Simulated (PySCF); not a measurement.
**NaF from Hartree–Fock to correlated methods**

State: ¹Σ⁺ (singlet), closed shell. Set-up: PySCF, no relativity, basis sets Na pcseg-2, F pcseg-2. De refers to Na + F in their high-spin ground configurations, without counterpoise correction. A positive dipole means Na(−)F(+).

| Level | Re (Å) | ωe (cm⁻¹) | De (eV) | μ (D) |
| --- | --- | --- | --- | --- |
| RHF | 1.930 | 541 | 2.86 | -8.48 |
| RHF-MP2 | 1.958 | 508 | 5.00 | n/a |
| RHF-SCS-MP2 | 1.957 | 510 | 4.84 | n/a |
| RHF-CCSD | 1.948 | 516 | 4.59 | n/a |
| RHF-CCSD(T) | 1.952 | 512 | 4.69 | n/a |
| PBE | 1.956 | 507 | 4.85 | -7.72 |
| r²SCAN | 1.941 | 527 | 4.75 | -8.05 |
| TPSSh | 1.945 | 517 | 4.67 | -7.97 |
| r²SCANh | 1.936 | 531 | 4.65 | -8.12 |
| PBE0 | 1.937 | 526 | 4.55 | -8.06 |
| M06-2X | 1.927 | 546 | 4.78 | -8.19 |

Q: Which functional lies closest to RHF-CCSD(T) in De, which farthest, and by how much do they differ from it?

A: Closest is TPSSh (-0.7 pm in Re, +1.0 % in ωe, -0.02 eV in De against RHF-CCSD(T) in the same basis), farthest PBE (+0.4 pm in Re, -1.0 % in ωe, +0.16 eV in De). CCSD(T) converges more slowly with the basis than the functionals do and binds too weakly in this one, so the order can change at the basis-set limit.

Q: What does the step from GGA to meta-GGA do here, going from PBE to r²SCAN?

A: r²SCAN less PBE: -1.5 pm in Re, +3.9 % in ωe, -0.10 eV in De. 

Q: What does second-order correlation do here, going from RHF to RHF-MP2?

A: RHF-MP2 less RHF: +2.8 pm in Re, -6.1 % in ωe, +2.14 eV in De. Correlation nearly always deepens the well. The bond lengthens, as in strong covalent bonds, where excitations into antibonding orbitals dominate.

Correlated steps freeze 2 core orbitals. Where the molecule has an RHF reference, its open-shell atoms are computed with UHF.
